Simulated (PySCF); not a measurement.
A geometry optimisation on propynal, `C#CC=O`.

Computed with B3LYP/6-31+G* geometry optimisation, gas phase (PySCF 2.14.0). Start geometry: GFN2-xTB. A driver script takes a list of jobs; this job's settings line and coordinates (Å) are shown.

Input:
```
{"job": {"xc": "B3LYP", "basis": "6-31+G*", "grid": 1, "kind": "geom"}, "charge": 0, "multiplicity": 1}
C      1.448436    -0.097381     0.473883
C      0.308594    -0.027579     0.099541
C     -1.048884     0.054215    -0.344615
O     -1.850299    -0.838863    -0.309865
H      2.446659    -0.148110     0.799085
H     -1.301383     1.059709    -0.739602
```

Output:
```
step   0  E = -190.65293245  max force = 0.027921
step   1  E = -190.65432576  max force = 0.004885
step   2  E = -190.65424170  max force = 0.003876
step   3  E = -190.65433784  max force = 0.002043
step   4  E = -190.65435586  max force = 0.001114
step   5  E = -190.65435651  max force = 0.000334
optimisation converged
```

Energies in Eh; «max force» is the largest Cartesian gradient component in Eh/bohr.

At which steps does the energy rise by more than 1e-5 Eh?

At step 2 (+0.08 mEh).

Give the first gradient maximum in eV/Å.

With 1 Eh/bohr = 51.422 eV/Å, 1.436 eV/Å.

Summary of the converged run: final energy -190.65436 Eh after 5 steps; dipole 3.17 D.

The run took 6.1 s wall on one thread of an Arm Neoverse V1 (shared host), and the process peaked at 0.37 GiB of memory.
Labels such as C1 count atoms from 1, the log's own numbers from 0.
